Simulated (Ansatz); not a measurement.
Relaxation of C3H5FS (10 atoms, charge 0, multiplicity 1), to a largest force component of 0.015 eV/Å in at most 40 steps.

The calculation used Ansatz, RKS PBE-D4/def2-SVP.

```xyz
10
Properties=species:S:1:pos:R:3:forces:R:3
C -0.421 1.093 1.103 -2.39 3.64 1.67
C 0.177 0.110 0.528 0.85 -1.12 -0.56
F -0.487 -0.463 -0.461 -0.32 -1.45 -1.44
C 1.499 -0.452 0.816 1.10 1.27 0.49
S 1.464 -2.075 1.560 0.01 -0.89 0.28
H -0.007 1.716 1.894 0.41 -0.09 0.34
H -1.431 1.442 0.765 0.53 -0.41 0.04
H 2.041 0.227 1.539 -0.42 -0.44 -0.34
H 2.104 -0.414 -0.100 0.30 -0.25 -0.43
H 0.752 -2.600 0.532 -0.07 -0.26 -0.04
```

Task: Where does it end, and by what steps?

Result: The run converged. After 7 steps the energy has fallen by 0.293 eV; F3 moved furthest, 0.12 Å.

```
step  energy less start (eV)  largest force component (eV/Å)  accepted
   0                  0.0000                           3.643       yes
   1                 -0.2441                           0.841       yes
   2                 -0.2810                           0.265       yes
   3                 -0.2896                           0.126       yes
   4                 -0.2919                           0.050       yes
   5                 -0.2924                           0.026       yes
   6                 -0.2925                           0.019       yes
   7                 -0.2925                           0.006       yes
```

```xyz
10
Properties=species:S:1:pos:R:3
C -0.459 1.190 1.094
C 0.144 0.131 0.533
F -0.489 -0.581 -0.431
C 1.502 -0.415 0.828
S 1.457 -2.121 1.534
H 0.053 1.765 1.877
H -1.468 1.491 0.782
H 2.011 0.211 1.585
H 2.125 -0.418 -0.091
H 0.815 -2.669 0.465
```

Whether the end is a true minimum wasn't checked by a vibrational analysis.

Time of the run: 16 s on 2 threads of Arm Neoverse V1, on a shared host, peak memory 0.13 GiB.
